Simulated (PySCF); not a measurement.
These 7 structures share the formula C4H4O2. Method: PySCF 2.14.0, PBE0-D3(BJ)/def2-SVP geometry optimisation, gas phase. One conformer each; no zero-point energy, no entropy. No frequencies were run at this level. Point groups hold within 0.08 Å.

Problem. Order them by energy at this level, lowest first, and give relative energies in kJ/mol.
A. `[CH3:1][O:2][c:3]1[cH:4][c:5]1=[O:6]` with C1–O2–C3–C4 -178°
B. `[O:1]=[C:2]([OH:3])[CH:4]1[CH:5]=[CH:6]1` with O1–C2–O3–H 0°, O1–C2–C4–C5 29°
C. `[CH3:1][C:2]#[C:3][C:4](=[O:5])[OH:6]` with C3–C4–O6–H 180°
D. `[OH:1][c:2]1[cH:3][cH:4][o:5][cH:6]1` with H–O1–C2–C3 0°
E. `[O:1]=[C:2]=[CH:3][CH2:4][CH:5]=[O:6]` with C2–C3–C4–C5 -167°, C3–C4–C5–O6 -3°
F. `[OH:1][c:2]1[cH:3][cH:4][cH:5][o:6]1` with H–O1–C2–C3 179°
G. `[CH:1]#[C:2][CH2:3][C:4](=[O:5])[OH:6]` with C2–C3–C4–O5 -150°, C3–C4–O6–H 178° (3-butynoic acid)

Solution. F (0.0), D (23.6), E (64.2), C (68.7), G (88.1), B (118.9), A (195.2).

As drawn, the lowest has an O–H bond, which the highest lacks; the highest has a three-membered ring, which the lowest lacks. Neighbours under 10 kJ/mol apart (O=C=CCC=O and CC#CC(=O)O) can change places with a better method, another conformer or zero-point energy.

| SMILES | E (Eh) | E rel (kJ/mol) | dipole (D) | point group | A, B, C (MHz) |
| --- | --- | --- | --- | --- | --- |
| Oc1ccco1 | -304.69160 | 0.0 | 1.09 | Cs | 9170, 3799, 2686 |
| Oc1ccoc1 | -304.68262 | 23.6 | 2.03 | Cs | 9294, 3573, 2581 |
| O=C=CCC=O | -304.66715 | 64.2 | 2.40 | C1 | 15920, 1605, 1477 |
| CC#CC(=O)O | -304.66545 | 68.7 | 2.39 | near Cs | 11415, 1746, 1529 |
| C#CCC(=O)O | -304.65806 | 88.1 | 1.23 | C1 | 9270, 2299, 1927 |
| O=C(O)C1C=C1 | -304.64633 | 118.9 | 1.33 | Cs | 8572, 2835, 2443 |
| COc1cc1=O | -304.61724 | 195.2 | 3.63 | – | 7887, 2667, 2019 |

Problem. As an exercise, what shares would exp(−E/RT) give at 2000 K from these electronic energies alone (no entropy, no degeneracies)?

Solution. RT = 16.629 kJ/mol: Oc1ccco1 77.8 %, Oc1ccoc1 18.8 %, O=C=CCC=O 1.6 %, CC#CC(=O)O 1.3 %, C#CCC(=O)O 0.4 %, O=C(O)C1C=C1 0.1 %, COc1cc1=O under 0.1 %.
